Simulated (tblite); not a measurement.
Compound: C₄H₁₁P₂ (charge +1).
Numbering: `[CH2:1]=[C:2]([CH3:3])[PH2+:4][CH2:5][PH2:6]` (hydrogens: H7, H8 on C1; H9, H10, H11 on C3; H12, H13 on P4; H14, H15 on C5; H16, H17 on P6)

The geometry is computed with GFN2-xTB (gas phase).

List the bond lengths, angles and torsions at this level.

| bond | length (Å) | order |
| --- | --- | --- |
| C1=C2 | 1.329 | double |
| C2–C3 | 1.495 | single |
| C2–P4 | 1.801 | single |
| P4–C5 | 1.810 | single |
| C5–P6 | 1.912 | single |
| C1–H7 | 1.078 | single |
| C1–H8 | 1.078 | single |
| C3–H9, C3–H10, C3–H11 | 1.089 | single |
| P4–H12, P4–H13 | 1.379 | single |
| C5–H14, C5–H15 | 1.094 | single |
| P6–H16, P6–H17 | 1.393 | single |

Bonds in one row agree within 0.01 Å and their mean is given. Orders are formal, as drawn. A selection of angles:
| angle | degrees |
| --- | --- |
| C2–C1–H7 | 122.6 |
| C2–C1–H8 | 121.1 |
| H7–C1–H8 | 116.4 |
| C1–C2–C3 | 126.3 |
| C1–C2–P4 | 119.2 |
| C3–C2–P4 | 114.5 |
| C2–C3–H9 | 110.8 |
| C2–C3–H11 | 110.4 |
| H9–C3–H10 | 107.9 |
| H9–C3–H11 | 108.5 |
| C2–P4–C5 | 113.8 |
| C2–P4–H12 | 109.5 |
| C5–P4–H12 | 108.4 |
| C5–P4–H13 | 109.7 |
| H12–P4–H13 | 105.5 |
| P4–C5–P6 | 105.7 |
| P4–C5–H14 | 110.6 |
| P4–C5–H15 | 108.6 |
| P6–C5–H14 | 113.5 |
| P6–C5–H15 | 109.5 |
| H14–C5–H15 | 108.8 |
| C5–P6–H16 | 93.7 |
| H16–P6–H17 | 93.0 |

Dihedral angles: C1–C2–P4–C5 105° (anticlinal); C2–P4–C5–P6 -63° (synclinal). The mirror-image conformer, all signs reversed, is as good.

The C–C distances run from 1.329 Å (C1=C2, drawn double) to 1.495 Å (C2–C3, drawn single), a spread of 0.166 Å. P6 (phosphine phosphorus) is pyramidal (angles 93.8°, 93.7° and 93.0°, sum 280.5°, 0.82 Å off the plane of its three neighbours). C2 (fully substituted alkene carbon) is planar (angles 126.3°, 119.2° and 114.5°, sum 360.0°, 0.01 Å off the plane of its three neighbours). Of the pairs four or more bonds apart, H8···H11 is among the closest relative to their van der Waals radii: 2.48 Å, 103 % of the sum of Bondi's values. P4 (phosphonium phosphorus) is distorted tetrahedral (angles from 105.5° to 113.8°). The 3 C–P bonds span 1.801 Å (C2–P4, drawn single) to 1.912 Å (C5–P6, drawn single), a spread of 0.111 Å. C1 (terminal =CH2 carbon) is planar (angles 122.6°, 121.1° and 116.4°, sum 360.0°, 0.00 Å off the plane of its three neighbours).

Point group: C1 (no symmetry element, even within 0.4 Å). GFN2-xTB frequencies show an imaginary mode (27i cm⁻¹), so the point is no minimum at that level. Torsions: C1–C2–P4–C5 105°, C2–P4–C5–P6 -63°, P4–C5–P6–H 178° and -88°.
